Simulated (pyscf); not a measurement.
Single points on ωB97X-D3(BJ)/def2-SVP structures (PySCF, gas phase).

Problem. PBE/def2-TZVP puts the barrier of H₃C–Si•(Cl)–Cl (SMILES C[Si](Cl)Cl) + CH₄ (SMILES C) → H₃C–SiH(Cl)–Cl (SMILES C[SiH](Cl)Cl) + CH₃• (SMILES [CH3]) (hydrogen abstraction; doublet surface; C–H broken, H–Si formed) at 0.93 eV and the reaction energy at +0.89 eV, from the separated reactants. What do r²SCAN/def2-TZVP, M06-2X/def2-TZVP, ωB97M-D3(BJ)/def2-TZVP give on the same structures?

Solution. r²SCAN: ΔE‡ = 0.90 eV, ΔE = +0.69 eV; M06-2X: ΔE‡ = 1.10 eV, ΔE = +0.78 eV; ωB97M-D3(BJ): ΔE‡ = 0.97 eV, ΔE = +0.65 eV. PBE's barrier lies among them. Its reaction energy lies over all of them, by 0.11 to 0.24 eV. This is the saddle that the search found; another between the same sides may lie lower. The angle at the transferred H is 173°.
